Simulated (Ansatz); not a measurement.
## Relaxing CsSc

These are results of Ansatz 0.2.0, DFT PBE, scalar-relativistic, plane waves, PAW, not measurements. Cutoff 420 eV, Γ-centred k mesh, Gaussian smearing, no spin polarisation in the final step.

The start puts CsSc on the CuPt (L1_1) structure type (R-3m, No. 166), with Cs in place of Cu, Sc in place of Pt, at a guessed volume.

```
CELL_PARAMETERS angstrom
1.78562 1.03093 5.68753
-1.78562 1.03093 5.68753
0.00000 -2.06186 5.68753
ATOMIC_POSITIONS crystal
Cs 0.00000 0.00000 0.00000
Sc 0.50000 0.50000 0.50000
```

Steps on the 18×18×18 mesh (2 atoms). 9 of 11 steps are shown, and the free energy counts from the last. Trial steps that were taken back and renewals of the plane-wave basis can be among the rows.

| step | ΔF (meV/atom) | V (Å³/atom) | P (GPa) |
| --- | --- | --- | --- |
| 1 | 169.8 | 31.41 | 3.60 |
| 2 | 102.6 | 33.38 | 2.66 |
| 3 | 53.1 | 35.46 | 1.70 |
| 4 | 21.6 | 37.45 | 0.89 |
| 5 | 6.5 | 39.29 | 0.22 |
| 6 | 4.9 | 40.02 | -0.05 |
| 8 | 0.8 | 39.89 | 0.17 |
| 9 | 0.1 | 40.32 | 0.05 |
| 11 | 0.0 | 40.51 | 0.00 |

A final relaxation ran on a 18×18×18 mesh. The relaxed crystal, R-3m (No. 166):

```
Cs Sc
1.0
     1.82521    1.05379    7.01982
    -1.82521    1.05379    7.01982
     0.00000   -2.10757    7.01982
Cs Sc
1 1
Cartesian
  0.0000 0.0000 0.0000
  0.0000 0.0000 10.5297
```

| Property | Result |
| --- | --- |
| Volume per atom | 40.51 Å³ |
| Density | 3.65 g/cm³ |
| Energy over the elements | 0.89 eV/atom |
| Gap on the 18×18×18 mesh | 0 eV (a metal) |

Formation energies are uncorrected and refer to the elements' standard structures at the same level.

The final run used a 18×18×18 mesh on its 2-atom cell and 0.10 eV smearing. The k mesh leaves about 4 meV/atom of noise in metals.

A structure relaxed within its symmetry needn't be a true minimum.

Cost: 3 runs of about 3.9 core-minutes in all, on Intel Xeon 6975P-C (Granite Rapids) (shared hosts).